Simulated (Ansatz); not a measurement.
# AlCCl+ (doublet): wave-function methods side by side, cc-pVTZ

The task here is to estimate one member of a computed series from the others.

The runs use Ansatz 0.2.0, Gaussian basis; cc-pVTZ, core rule «outside noble gas», up to 11 orbitals frozen.

To be run: UHF; CCSD(T) on ROHF; CCSD(T) on UHF; BCCD(T) on ROHF; CCSDT(Q) on ROHF; CCSDT(Q) on UHF.

6 further runs of the same task are left out: 2 for a known fault of the program, 4 set aside as unsound or not needed.

### What is computed

The geometry is a PBE0/def2-TZVP stationary point (not a proven minimum) of the parent state, kept for this charge and spin.

3 atoms, charge 1, spin multiplicity 2.

Atoms are counted from 1 here; the program's logs count them from 0.

Bond lengths: C1–Al2 1.931 Å, Al2–Cl3 2.088 Å. Angles: C1–Al2–Cl3 180.0°.

Set-up of the first run:

File in.yaml:

```yaml
crystal:
  periodic: [false, false, false]
  atoms:
    - {symbol: C, position_ang: [0.000000, 0.000000, -1.983300]}
    - {symbol: Al, position_ang: [0.000000, 0.000000, -0.052500]}
    - {symbol: Cl, position_ang: [0.000000, 0.000000, 2.035800]}
basis:
  gaussian: {orbitals: cc-pVTZ}
total_charge: 1
magnetization: {spin_polarized: true, initial_magnetization: 1}
hamiltonian: {xc: hf}
output: {orbitals: {seedname: orbitals}}
```

Command:

```sh
ansatz run in.yaml --threads 1 --pin off --events-out ev --progress --plain --max-ram 4096MiB --backend cpu
```

Steps of the session up to this table: UHF; CCSD(T) on ROHF; CCSD(T) on UHF; BCCD(T) on ROHF; CCSDT(Q) on ROHF; CCSDT(Q) on UHF.

One table of the session follows, with a row left open; its other results are not shown here.

```
   method  from RCCSDT(Q) (meV)
     ROHF              +10452.3
      UHF                     ?
     RMP2               +1659.0
     UMP2               +1577.5
    RCCSD                +520.3
    UCCSD                +416.2
 RCCSD(T)                 +75.7
 UCCSD(T)                 -48.8
  BCCD(T)                 +75.4
   RCCSDT                 +24.5
   UCCSDT                 +31.2
RCCSDT(Q)                     0
UCCSDT(Q)                  -5.1
```

**Question.** Estimate the row for UHF.

The run gave: from RCCSDT(Q) (meV): +9772.5. In the column «from RCCSDT(Q) (meV)» it lies between RMP2 (+1659.0) and ROHF (+10452.3).

Among the levels timed on like hardware and quicker than the yardstick, those that no quicker one beats, quickest first: BCCD(T) (9 s, +75.4 meV); UCCSD(T) (28 s, -48.8 meV).

The program flags UCCSD(T) as in doubt (see the logs), so those rows may rest on another solution; read them beside their warnings.

Limits of these values: The determinant is far from a pure spin state, so its energy mixes those of several spin states (harmless only where they are near-degenerate, as at dissociation). The program flags UCCSD(T) as in doubt, so those rows may rest on another solution; read them beside their warnings. Restricted and unrestricted rows rest on different reference determinants; where their highest levels disagree by more than a few hundredths of an eV, they describe different states and don't form one ladder. Warnings in the runs' records: other amplitudes, asymmetric forces.
